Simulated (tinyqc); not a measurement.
CCSD on RHF in the sto-3g basis, frozen core, for H2O, spin multiplicity 1, step by step (part 1 of 2). Computed by tinyqc, a small Python program that keeps every step (integrals from PySCF). Settings: charge = 0, multiplicity = 1, basis = sto-3g, method = RHF, frozen orbitals = 1, energy threshold = 1e-10, iteration cap = 67, orthogonalisation = canonical, start = core, DIIS depth = 6, amplitude equations = CCSD, DIIS depth for amplitudes = 6, cap on updates = 80. Command: `OMP_NUM_THREADS=1 python tinyqc.py 30772 30773 out.jsonl` (the two numbers bound the seeds that draw the settings). One thread of a shared host (Intel(R) Xeon(R) Processor @ 2.60GHz), about 0.2 s of CPU time with the checks. The early iterations of the SCF are left out here.

## One-electron integrals

Geometry (angstrom):
```
atom         x          y         z
O     0.000000   0.000000  0.000000
H     0.000000   0.793000  0.650000
H     0.000000  -0.793000  0.650000
```

Basis sto-3g: exponents (1/bohr^2) and contraction coefficients of normalised primitives:
```
element  l (shell)    exponent  coefficient
O            s (1)  130.709320     0.154329
O            s (1)   23.808861     0.535328
O            s (1)    6.443608     0.444635
O            s (2)    5.033151    -0.099967
O            s (2)    1.169596     0.399513
O            s (2)    0.380389     0.700115
O            p (3)    5.033151     0.155916
O            p (3)    1.169596     0.607684
O            p (3)    0.380389     0.391957
H            s (1)    3.425251     0.154329
H            s (1)    0.623914     0.535328
H            s (1)    0.168855     0.444635
```

Overlap, kinetic and nuclear-attraction integrals over the contracted functions; the nuclear repulsion is the sum of Za Zb / Rab.

nuclear repulsion = 8.59113775 hartree

overlap S, lower triangle:
```
           1O 1s     1O 2s    1O 2px     1O 2py    1O 2pz     2H 1s     3H 1s
1O 1s   1.000000
1O 2s   0.236704  1.000000
1O 2px  0.000000  0.000000  1.000000
1O 2py  0.000000  0.000000  0.000000   1.000000
1O 2pz  0.000000  0.000000  0.000000   0.000000  1.000000
2H 1s   0.045891  0.431184  0.000000   0.285290  0.233844  1.000000
3H 1s   0.045891  0.431184  0.000000  -0.285290  0.233844  0.226698  1.000000
```

kinetic energy T (hartree), lower triangle:
```
            1O 1s     1O 2s    1O 2px     1O 2py    1O 2pz     2H 1s     3H 1s
1O 1s   29.003200
1O 2s   -0.168011  0.808128
1O 2px   0.000000  0.000000  2.528731
1O 2py   0.000000  0.000000  0.000000   2.528731
1O 2pz   0.000000  0.000000  0.000000   0.000000  2.528731
2H 1s   -0.006304  0.098328  0.000000   0.181399  0.148688  0.760032
3H 1s   -0.006304  0.098328  0.000000  -0.181399  0.148688  0.003301  0.760032
```

nuclear attraction V (hartree), lower triangle:
```
             1O 1s       1O 2s     1O 2px      1O 2py      1O 2pz      2H 1s      3H 1s
1O 1s   -61.650640
1O 2s    -7.427402  -10.075280
1O 2px    0.000000    0.000000  -9.930838
1O 2py    0.000000    0.000000   0.000000  -10.058478
1O 2pz   -0.017152   -0.206155   0.000000    0.000000  -10.016595
2H 1s    -1.478267   -3.422826   0.000000   -2.003248   -1.705590  -5.573233
3H 1s    -1.478267   -3.422826   0.000000    2.003248   -1.705590  -1.387007  -5.573233
```

core Hamiltonian H = T + V (hartree), lower triangle:
```
             1O 1s      1O 2s     1O 2px     1O 2py     1O 2pz      2H 1s      3H 1s
1O 1s   -32.647440
1O 2s    -7.595413  -9.267152
1O 2px    0.000000   0.000000  -7.402107
1O 2py    0.000000   0.000000   0.000000  -7.529747
1O 2pz   -0.017152  -0.206155   0.000000   0.000000  -7.487863
2H 1s    -1.484572  -3.324498   0.000000  -1.821849  -1.556903  -4.813201
3H 1s    -1.484572  -3.324498   0.000000   1.821849  -1.556903  -1.383706  -4.813201
```

## Two-electron integrals

Functions are numbered as in S; the eight-fold symmetry (ij|kl) = (ji|kl) = (kl|ij) leaves the list below.

Two-electron integrals (ij|kl) in chemists' order, unique and non-zero (hartree):
```
(11|11) 4.785065    (21|11) 0.741380    (21|21) 0.136873    (22|11) 1.118947
(22|21) 0.256633    (22|22) 0.817206    (31|31) 0.024477    (32|31) 0.037809
(32|32) 0.180518    (33|11) 1.115814    (33|21) 0.256684    (33|22) 0.817023
(33|33) 0.880159    (41|41) 0.024477    (42|41) 0.037809    (42|42) 0.180518
(43|43) 0.047444    (44|11) 1.115814    (44|21) 0.256684    (44|22) 0.817023
(44|33) 0.785270    (44|44) 0.880159    (51|51) 0.024477    (52|51) 0.037809
(52|52) 0.180518    (53|53) 0.047444    (54|54) 0.047444    (55|11) 1.115814
(55|21) 0.256684    (55|22) 0.817023    (55|33) 0.785270    (55|44) 0.785270
(55|55) 0.880159    (61|11) 0.145773    (61|21) 0.026689    (61|22) 0.049733
(61|33) 0.049636    (61|41) 0.000953    (61|42) 0.001785    (61|44) 0.049814
(61|51) 0.000781    (61|52) 0.001463    (61|54) 0.000145    (61|55) 0.049756
(61|61) 0.005272    (62|11) 0.358299    (62|21) 0.083223    (62|22) 0.293854
(62|33) 0.288831    (62|41) 0.004836    (62|42) 0.037102    (62|44) 0.297676
(62|51) 0.003964    (62|52) 0.030412    (62|54) 0.007249    (62|55) 0.294774
(62|61) 0.016550    (62|62) 0.131347    (63|31) 0.008663    (63|32) 0.050595
(63|43) 0.007688    (63|53) 0.006302    (63|63) 0.018615    (64|11) 0.200775
(64|21) 0.047233    (64|22) 0.178075    (64|33) 0.170014    (64|41) 0.011066
(64|42) 0.071857    (64|44) 0.190538    (64|51) 0.001970    (64|52) 0.017427
(64|54) 0.010522    (64|55) 0.173473    (64|61) 0.009804    (64|62) 0.096688
(64|64) 0.088966    (65|11) 0.164570    (65|21) 0.038716    (65|22) 0.145963
(65|33) 0.139355    (65|41) 0.001970    (65|42) 0.017427    (65|44) 0.143576
(65|51) 0.010278    (65|52) 0.064880    (65|54) 0.011147    (65|55) 0.154794
(65|61) 0.008036    (65|62) 0.079252    (65|64) 0.057665    (65|65) 0.065881
(66|11) 0.501198    (66|21) 0.118306    (66|22) 0.479375    (66|33) 0.460057
(66|41) 0.008826    (66|42) 0.093626    (66|44) 0.494362    (66|51) 0.007235
(66|52) 0.076743    (66|54) 0.028119    (66|55) 0.483105    (66|61) 0.023730
(66|62) 0.270933    (66|64) 0.227650    (66|65) 0.186599    (66|66) 0.774606
(71|11) 0.145773    (71|21) 0.026689    (71|22) 0.049733    (71|33) 0.049636
(71|41) -0.000953   (71|42) -0.001785   (71|44) 0.049814    (71|51) 0.000781
(71|52) 0.001463    (71|54) -0.000145   (71|55) 0.049756    (71|61) 0.005193
(71|62) 0.016045    (71|64) 0.008692    (71|65) 0.007797    (71|66) 0.022771
(71|71) 0.005272    (72|11) 0.358299    (72|21) 0.083223    (72|22) 0.293854
(72|33) 0.288831    (72|41) -0.004836   (72|42) -0.037102   (72|44) 0.297676
(72|51) 0.003964    (72|52) 0.030412    (72|54) -0.007249   (72|55) 0.294774
(72|61) 0.016045    (72|62) 0.106823    (72|64) 0.054198    (72|65) 0.062710
(72|66) 0.181057    (72|71) 0.016550    (72|72) 0.131347    (73|31) 0.008663
(73|32) 0.050595    (73|43) -0.007688   (73|53) 0.006302    (73|63) 0.014652
(73|73) 0.018615    (74|11) -0.200775   (74|21) -0.047233   (74|22) -0.178075
(74|33) -0.170014   (74|41) 0.011066    (74|42) 0.071857    (74|44) -0.190538
(74|51) -0.001970   (74|52) -0.017427   (74|54) 0.010522    (74|55) -0.173473
(74|61) -0.008692   (74|62) -0.054198   (74|64) -0.013311   (74|65) -0.031117
(74|66) -0.081620   (74|71) -0.009804   (74|72) -0.096688   (74|74) 0.088966
(75|11) 0.164570    (75|21) 0.038716    (75|22) 0.145963    (75|33) 0.139355
(75|41) -0.001970   (75|42) -0.017427   (75|44) 0.143576    (75|51) 0.010278
(75|52) 0.064880    (75|54) -0.011147   (75|55) 0.154794    (75|61) 0.007797
(75|62) 0.062710    (75|64) 0.031117    (75|65) 0.050909    (75|66) 0.116394
(75|71) 0.008036    (75|72) 0.079252    (75|74) -0.057665   (75|75) 0.065881
(76|11) 0.137210    (76|21) 0.032175    (76|22) 0.123572    (76|33) 0.120594
(76|44) 0.122930    (76|51) 0.002385    (76|52) 0.021866    (76|55) 0.127058
(76|61) 0.006337    (76|62) 0.055167    (76|64) 0.035078    (76|65) 0.037417
(76|66) 0.118642    (76|71) 0.006337    (76|72) 0.055167    (76|74) -0.035078
(76|75) 0.037417    (76|76) 0.028631    (77|11) 0.501198    (77|21) 0.118306
(77|22) 0.479375    (77|33) 0.460057    (77|41) -0.008826   (77|42) -0.093626
(77|44) 0.494362    (77|51) 0.007235    (77|52) 0.076743    (77|54) -0.028119
(77|55) 0.483105    (77|61) 0.022771    (77|62) 0.181057    (77|64) 0.081620
(77|65) 0.116394    (77|66) 0.328721    (77|71) 0.023730    (77|72) 0.270933
(77|74) -0.227650   (77|75) 0.186599    (77|76) 0.118642    (77|77) 0.774606
```

## Orthogonalisation

S = U s U^T; canonical form X = U s^(-1/2), so that X^T S X = 1. Each column of U has its largest component positive (the first on a tie).

eigenvalues of S: 0.386594  0.467570  0.883266  1.000000  1.099856  1.305731  1.856982

X:
```
                1          2          3         4          5          6         7
1O 1s   -0.322384   0.000000   0.746035  0.000000  -0.619153   0.000000  0.158402
1O 2s    1.106235   0.000000  -0.304502  0.000000  -0.313037   0.000000  0.426145
1O 2px   0.000000   0.000000   0.000000  1.000000   0.000000   0.000000  0.000000
1O 2py   0.000000   0.883248   0.000000  0.000000   0.000000   0.697494  0.000000
1O 2pz   0.532477   0.000000   0.655266  0.000000   0.626192   0.000000  0.207384
2H 1s   -0.698381  -0.824193  -0.163554  0.000000   0.133698   0.373735  0.380006
3H 1s   -0.698381   0.824193  -0.163554  0.000000   0.133698  -0.373735  0.380006
```

## Starting guess

The start is the orbitals of the core Hamiltonian; D = 2 C_occ C_occ^T.

D at the start, lower triangle:
```
            1O 1s      1O 2s    1O 2px     1O 2py     1O 2pz     2H 1s     3H 1s
1O 1s    2.132308
1O 2s   -0.587795   2.605649
1O 2px   0.000000   0.000000  2.000000
1O 2py   0.000000   0.000000  0.000000   2.304424
1O 2pz  -0.048895   0.292444  0.000000   0.000000   2.170568
2H 1s    0.076199  -0.334470  0.000000  -0.331332  -0.230176  0.107935
3H 1s    0.076199  -0.334470  0.000000   0.331332  -0.230176  0.012656  0.107935
```

## Iteration 8 (converged): orbitals

converged F (hartree), lower triangle:
```
             1O 1s      1O 2s     1O 2px     1O 2py     1O 2pz      2H 1s      3H 1s
1O 1s   -20.246483
1O 2s    -5.163685  -2.428907
1O 2px    0.000000   0.000000  -0.390389
1O 2py    0.000000   0.000000   0.000000  -0.272595
1O 2pz   -0.027582  -0.102209   0.000000   0.000000  -0.314497
2H 1s    -1.018082  -0.912981   0.000000  -0.372323  -0.356695  -0.496992
3H 1s    -1.018082  -0.912981   0.000000   0.372323  -0.356695  -0.330639  -0.496992
```

Diagonalise F' = X^T F X, C = X C', fill 5 alpha and 5 beta electrons from the bottom; D = 2 C_occ C_occ^T. Each column has its largest component positive (the first on a tie).

F' = X^T F X (hartree), lower triangle:
```
           1         2          3          4          5          6          7
1   0.034086
2   0.000000  0.645493
3   1.841935  0.000000  -8.845257
4   0.000000  0.000000   0.000000  -0.390389
5  -1.374692  0.000000   8.880937   0.000000  -9.722087
6   0.000000  0.116814   0.000000   0.000000   0.000000  -0.567315
7   0.260393  0.000000  -3.778448   0.000000   4.142984   0.000000  -2.867603
```

orbital energies (hartree): MO1 -20.255019, MO2 -1.240022, MO3 -0.578464, MO4 -0.452253, MO5 -0.390389, MO6 0.546432, MO7 0.656641

coefficients C:
```
              MO1        MO2        MO3        MO4       MO5        MO6        MO7
1O 1s    0.994292  -0.235492   0.000000   0.100803  0.000000  -0.121263   0.000000
1O 2s    0.025212   0.858279   0.000000  -0.519776  0.000000   0.767218   0.000000
1O 2px   0.000000   0.000000   0.000000   0.000000  1.000000   0.000000   0.000000
1O 2py   0.000000   0.000000   0.610423   0.000000  0.000000   0.000000   0.945520
1O 2pz   0.003805   0.109733   0.000000   0.752789  0.000000   0.754508   0.000000
2H 1s   -0.005236   0.152360   0.450350   0.306940  0.000000  -0.747872  -0.784957
3H 1s   -0.005236   0.152360  -0.450350   0.306940  0.000000  -0.747872   0.784957
```

D after iteration 8, lower triangle:
```
            1O 1s      1O 2s    1O 2px     1O 2py    1O 2pz      2H 1s     3H 1s
1O 1s    2.108470
1O 2s   -0.458890   2.014890
1O 2px   0.000000   0.000000  2.000000
1O 2py   0.000000   0.000000  0.000000   0.745233
1O 2pz   0.107650  -0.594008  0.000000   0.000000  1.157495
2H 1s   -0.020292  -0.057809  0.000000   0.549808  0.495521   0.640536
3H 1s   -0.020292  -0.057809  0.000000  -0.549808  0.495521  -0.170723  0.640536
```

## Convergence

Stop when the energy changes by less than 1e-10 hartree and every element of the error matrix X^T (F D S - S D F) X is below 3e-06.

Course of the cycle:
```
iteration   E (hartree)     change  largest element of the error matrix
1          -73.25801151          -                             8.87e-01
2          -74.91001652  -1.65e+00                             2.48e-01
3          -74.96116382  -5.11e-02                             4.15e-02
4          -74.96293741  -1.77e-03                             7.62e-03
5          -74.96302069  -8.33e-05                             1.95e-03
6          -74.96302936  -8.67e-06                             1.90e-04
7          -74.96302941  -5.24e-08                             1.55e-07
8          -74.96302941  -1.42e-14                             2.60e-09
```

PySCF RHF in the same basis = -74.96302941 hartree

Converged in 8 iterations.

## Populations, bond orders and dipole

Mulliken: Z minus the diagonal of D S on the atom; Loewdin: the same with S^(1/2) D S^(1/2); Mayer order: 2 sum_s sum (D(s) S)_ij (D(s) S)_ji over the two atoms.

Charges (e):
```
atom   Mulliken    Loewdin
1O    -0.302589  -0.214710
2H     0.151295   0.107355
3H     0.151295   0.107355
```

Mayer bond orders:
```
pair     order
2-1   0.968581
3-1   0.968581
3-2   0.008529
```

dipole moment about the origin, x y z (debye): 0.000000  0.000000  1.651409

## Integrals over molecular orbitals

(pq|rs) = sum C_ip C_jq C_kr C_ls (ij|kl), one index at a time.

one-electron integrals over orbitals h = C^T H C (hartree), lower triangle:
```
            1          2          3          4          5          6          7
1  -32.630338
2    0.561665  -7.612570
3    0.000000   0.000000  -6.200149
4   -0.228021   0.487558   0.000000  -6.792857
5    0.000000   0.000000   0.000000   0.000000  -7.402107
6    0.278039  -1.306935   0.000000  -1.201580   0.000000  -5.346234
7    0.000000   0.000000  -1.726878   0.000000   0.000000   0.000000  -5.549223
```

Two-electron integrals over orbitals (pq|rs), unique and non-zero (hartree); the lowest 1 orbital is frozen and left out:
```
(22|22) 0.724860    (32|32) 0.137991    (33|22) 0.632375    (33|33) 0.615550
(42|22) -0.009036   (42|33) 0.005423    (42|42) 0.127274    (43|32) 0.023591
(43|43) 0.051263    (44|22) 0.667624    (44|33) 0.583367    (44|42) -0.100450
(44|44) 0.742175    (52|52) 0.146810    (53|53) 0.027740    (54|52) -0.046655
(54|54) 0.052820    (55|22) 0.749660    (55|33) 0.617250    (55|42) -0.076032
(55|44) 0.710208    (55|55) 0.880159    (62|22) 0.138802    (62|33) 0.072729
(62|42) 0.025122    (62|44) 0.074669    (62|55) 0.151012    (62|62) 0.099179
(63|32) -0.036994   (63|43) -0.032482   (63|63) 0.071010    (64|22) 0.109150
(64|33) 0.046452    (64|42) -0.043293   (64|44) 0.129003    (64|55) 0.133063
(64|62) 0.060401    (64|64) 0.083462    (65|52) 0.055171    (65|54) 0.001733
(65|65) 0.036601    (66|22) 0.607624    (66|33) 0.563079    (66|42) 0.053043
(66|44) 0.549287    (66|55) 0.586700    (66|62) 0.096818    (66|64) 0.048761
(66|66) 0.593625    (72|32) 0.046396    (72|43) -0.033639   (72|63) 0.033331
(72|72) 0.064468    (73|22) 0.148303    (73|33) 0.089258    (73|42) -0.079259
(73|44) 0.150203    (73|55) 0.195092    (73|62) 0.072850    (73|64) 0.090645
(73|66) 0.041190    (73|73) 0.156677    (74|32) -0.076426   (74|43) -0.005462
(74|63) 0.048836    (74|72) -0.016625   (74|74) 0.071005    (75|53) 0.023761
(75|75) 0.024476    (76|32) 0.091989    (76|43) 0.054677    (76|63) -0.063482
(76|72) -0.008234   (76|74) -0.059626   (76|76) 0.112849    (77|22) 0.615581
(77|33) 0.597539    (77|42) -0.015223   (77|44) 0.592875    (77|55) 0.615631
(77|62) 0.065014    (77|64) 0.045406    (77|66) 0.560208    (77|73) 0.091482
(77|77) 0.607283
```

## CCSD: starting amplitudes

t_ij^ab = <ij||ab> / (e_i + e_j - e_a - e_b), whose energy is MP2.

Starting amplitudes (spin orbitals 1a, 1b, ...; amplitudes related by a flip of all spins are not repeated):
```
from      to          t
3a 3b  7a 7b  -0.063427
4a 4b  6a 6b  -0.041786
3a 4b  6b 7a   0.040579
4a 4b  7a 7b  -0.032016
3a 3b  6a 6b  -0.031563
2a 2b  6a 6b  -0.027759
2a 3b  6a 7b  -0.024110
3a 4b  6a 7b  -0.021862
2a 4b  6a 6b  -0.021687
5a 5b  6a 6b  -0.019535
3a 4a  6a 7a   0.018717
2a 2b  7a 7b  -0.016995
2a 3a  6a 7a  -0.013079
5a 5b  7a 7b  -0.011688
2a 3b  6b 7a   0.011031
2a 4b  7a 7b   0.005531
```

correlation energy = -0.04193209 hartree

## CCSD: amplitude update 1

t_i^a D_i^a and t_ij^ab D_ij^ab are set to the remaining terms of the spin-orbital equations, evaluated with the old amplitudes; for the doubles these are <ij||ab> + 1/2 <ab||ef> t_ij^ef + 1/2 <mn||ij> t_mn^ab + P(ij)P(ab) <mb||ej> t_im^ae + terms in t^2 + terms with t1, D the orbital-energy denominators.

Amplitudes after update 1 (spin orbitals 1a, 1b, ...; amplitudes related by a flip of all spins are not repeated):
```
from      to          t
3a 3b  7a 7b  -0.080521
4a 4b  6a 6b  -0.052297
3a 4b  6b 7a   0.052278
3a 3b  6a 6b  -0.043180
4a 4b  7a 7b  -0.042075
3a 4b  6a 7b  -0.033169
2a 2b  6a 6b  -0.031622
2a 4b  6a 6b  -0.030318
2a 3b  6a 7b  -0.030149
5a 5b  6a 6b  -0.024189
3a 4a  6a 7a   0.019109
2a 2b  7a 7b  -0.018494
2a 3b  6b 7a   0.017431
2a 3a  6a 7a  -0.012719
5a 5b  7a 7b  -0.012623
4a        6a  -0.007281
2a 4b  7a 7b   0.004731
3a        7a  -0.003122
2a        6a   0.000140
```

correlation energy = -0.05324014 hartree

## CCSD: amplitude update 2

As before.

Amplitudes after update 2 (spin orbitals 1a, 1b, ...; amplitudes related by a flip of all spins are not repeated):
```
from      to          t
3a 3b  7a 7b  -0.085972
4a 4b  6a 6b  -0.056563
3a 4b  6b 7a   0.056379
3a 3b  6a 6b  -0.047427
4a 4b  7a 7b  -0.045906
3a 4b  6a 7b  -0.038666
2a 4b  6a 6b  -0.033376
2a 2b  6a 6b  -0.032263
2a 3b  6a 7b  -0.031470
5a 5b  6a 6b  -0.025622
2a 3b  6b 7a   0.020055
2a 2b  7a 7b  -0.018310
3a 4a  6a 7a   0.017713
5a 5b  7a 7b  -0.012284
4a        6a  -0.011438
2a 3a  6a 7a  -0.011415
2a 4b  7a 7b   0.004003
3a        7a  -0.003797
2a        6a   0.000565
```

correlation energy = -0.05688118 hartree

## CCSD: amplitude update 3

t_i^a D_i^a and t_ij^ab D_ij^ab are set to the remaining terms of the spin-orbital equations, evaluated with the old amplitudes; for the doubles these are <ij||ab> + 1/2 <ab||ef> t_ij^ef + 1/2 <mn||ij> t_mn^ab + P(ij)P(ab) <mb||ej> t_im^ae + terms in t^2 + terms with t1, D the orbital-energy denominators. DIIS then mixes the stored amplitudes.

DIIS coefficients: -0.701200  1.701200

Amplitudes after update 3 (spin orbitals 1a, 1b, ...; amplitudes related by a flip of all spins are not repeated):
```
from      to          t
3a 3b  7a 7b  -0.089407
4a 4b  6a 6b  -0.060138
3a 4b  6b 7a   0.059172
3a 3b  6a 6b  -0.049816
4a 4b  7a 7b  -0.048556
3a 4b  6a 7b  -0.043040
2a 4b  6a 6b  -0.035343
2a 2b  6a 6b  -0.032472
2a 3b  6a 7b  -0.031880
5a 5b  6a 6b  -0.026431
2a 3b  6b 7a   0.021764
2a 2b  7a 7b  -0.017886
3a 4a  6a 7a   0.016132
4a        6a  -0.015226
5a 5b  7a 7b  -0.011721
2a 3a  6a 7a  -0.010115
3a        7a  -0.003743
2a 4b  7a 7b   0.003367
2a        6a   0.001229
```

correlation energy = -0.05916342 hartree
